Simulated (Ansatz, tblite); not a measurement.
Isomers of Li3H4 (doublet), found by a short tight-binding search and relaxed with r2SCAN-D4/def2-TZVP in Ansatz.

The xTB rows come from tblite. Correlated methods freeze no core orbitals; core or outer-core shells of Li are correlated, in sets that lack core-valence functions.

Other spin states weren't relaxed.

A:

```xyz
7

Li   -0.492   -1.179    2.276
Li   -1.072   -1.581   -0.440
Li    0.495    0.733    0.130
H     1.459    2.396   -0.721
H    -0.264   -0.210   -1.080
H     1.164    2.036   -1.312
H    -1.291   -2.194    1.147
```

B:

```xyz
7

Li   -1.2037    0.9077    0.2877
Li    0.8020   -1.1109    0.6894
Li    0.7187    0.3764   -1.6924
H     1.5088   -0.8421   -0.8066
H    -0.6337    1.3029   -1.2383
H    -0.3121    0.0062    1.5822
H    -0.8801   -0.6400    1.1781
```

Q: Estimate which lies lowest at each level, and how far above it the others are (eV).

A: 
| level | A | B |
| --- | --- | --- |
| GFN1-xTB | 0.11 | 0.00 |
| GFN2-xTB | 0.00 | 0.67 |
| HF/def2-TZVPP | 0.00 | 0.85 |
| PBE-D4/def2-TZVP | 0.00 | 0.34 |
| revPBE-D4/def2-TZVP | 0.00 | 0.42 |
| r2SCAN-D4/def2-TZVP | 0.00 | 0.33 |
| PBE0-D4/def2-TZVP | 0.00 | 0.41 |
| ωB97M-V/def2-TZVP | 0.00 | 0.07 |
| MP2/def2-TZVPP | 0.00 | 0.60 |
| CCSD/def2-TZVPP | 0.00 | 0.57 |
| CCSD(T)/def2-TZVPP | 0.00 | 0.55 |
Point groups (tolerance 0.1 Å): A Cs, B not assigned. Lower isomers may exist.
